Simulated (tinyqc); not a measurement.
Inside a calculation. Method: harmonic frequencies on the LDA (VWN5)/sto-3g surface (energies and gradients from PySCF), for H2O, spin multiplicity 1. One step of it, computed by the program tinyqc.

Task: Normal modes. Diagonalise H_ij / sqrt(m_i m_j); the 6 smallest eigenvalues belong to translations and rotations; wavenumber = sqrt(eigenvalue / 1822.888) x 219474.63; each mode has its largest component positive (the first on a tie); zero-point energy = sum of wavenumbers / 2, with 349.755 1/cm per kcal/mol.

Hessian (symmetrised) (hartree/bohr^2), lower triangle:
```
             1Ox          1Oy          1Oz          2Hx          2Hy          2Hz          3Hx          3Hy
1Ox   0.00147666
1Oy  -0.02159158   0.57221419
1Oz   0.01894068   0.00099760   0.49396511
2Hx  -0.00015181   0.00093779  -0.00372488   0.00022461
2Hy   0.00477662  -0.28530967  -0.15495531  -0.00417325   0.32051145
2Hz   0.00002960  -0.25476522  -0.24839298   0.00143806   0.20499748   0.23791272
3Hx  -0.00136125   0.02060761  -0.01523362  -0.00004048  -0.00059996  -0.00146749   0.00140579
3Hy   0.01675539  -0.28690469   0.15395412   0.00323907  -0.03521202   0.04977008  -0.01995169   0.32212712
3Hz  -0.01897604   0.25378048  -0.24560968   0.00228698  -0.05005301   0.01051100   0.01670671  -0.20372621

            3Hz
3Hz  0.23510550
```

masses (u): 1O 15.994915, 2H 1.007825, 3H 1.007825

Give: eigenvalues of the mass-weighted Hessian; harmonic wavenumbers of the vibrations; mass-weighted modes; zero-point energy.

Result:

eigenvalues of the mass-weighted Hessian (hartree/(bohr^2 u)): 0.000  0.000  0.000  0.000  0.000  0.000  0.148  0.483  0.545

harmonic wavenumbers of the vibrations (1/cm): 1976.8  3571.7  3793.8

mass-weighted modes:
```
     mode 1  mode 2  mode 3
1Ox  -0.010   0.008   0.010
1Oy   0.001   0.000  -0.256
1Oz  -0.262   0.207  -0.001
2Hx   0.037   0.005  -0.002
2Hy  -0.439  -0.554   0.510
2Hz   0.521  -0.414   0.455
3Hx   0.004  -0.037  -0.037
3Hy   0.437   0.556   0.511
3Hz   0.524  -0.411  -0.452
```

zero-point energy = 13.355 kcal/mol
